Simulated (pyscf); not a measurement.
H₂N–Ti(NH₂)(NH₂)–NH₂ + H₂O → NH₃ + H₂N–Ti(NH₂)(NH₂)–OH, a four-centre exchange (singlet surface; N–Ti, H–O broken, H–N, O–Ti formed). Optimised with ωB97X-D3(BJ)/def2-SVP in PySCF. Energies in kcal/mol from the separated reactants.

Small-basis levels: PySCF, no dispersion term, spherical d functions. AM1 to PM7: differences of heats of formation from MOPAC, which are fitted to 298 K values and so differ in kind from electronic energies by zero-point and thermal terms. GFN2-xTB: tblite. Cost: rough CPU time at the saddle relative to B3LYP/6-31G*+LANL2DZ, from one job on a shared machine.

| level | barrier | reaction energy | cost |
|---|---|---|---|
| HF/STO-3G | (withheld) | -24.8 | 0.04 |
| MP2/6-31G*+LANL2DZ | -6.4 | -20.4 | 0.1 |
| SVWN5/6-31G*+LANL2DZ | -22.3 | -19.8 | 1 |
| PBE/6-31G*+LANL2DZ | -9.9 | -20.1 | 2 |
| B3LYP/STO-3G | (withheld) | -32.8 | 0.5 |
| M06-2X/6-31G*+LANL2DZ | -9.5 | -16.9 | 3 |
| B3LYP/6-311+G**+LANL2DZ | 3.2 | -14.7 | 2 |
| GFN2-xTB | -14.2 | -20.2 | under 0.02 |
| PM7 | 29.6 | -12.2 | under 0.02 |
| ωB97M-D3(BJ)/def2-TZVP | (withheld) | -16.0 | – |

Task: Some entries are withheld; supply them.

Result: 
- HF/STO-3G, barrier: -23.9
- B3LYP/STO-3G, barrier: -47.3
- ωB97M-D3(BJ)/def2-TZVP, barrier: -2.2

Against the last row the barrier runs from -45.1 (B3LYP/STO-3G) to +31.8 kcal/mol (PM7). ωB97M-D3(BJ)/def2-TZVP has limits of its own. On the reactant side the descent ends in a bound adduct, 9.4 kcal/mol under the separated species and 6.0 kcal/mol under the saddle at ωB97X-D3(BJ)/def2-TZVP. On the product side the descent ends in an adduct with a N–Ti contact, 11.6 kcal/mol under the separated species and 24.0 kcal/mol under the saddle at ωB97X-D3(BJ)/def2-TZVP. At ωB97M-D3(BJ) the saddle lies under the separated reactants, which points to a path from their complex (located at ωB97X-D3(BJ) alone). What is counted as broken (N–Ti) persists as a longer contact in the product adduct; parting that adduct is a step of its own. This is the saddle that the search found; another between the same sides may lie lower.
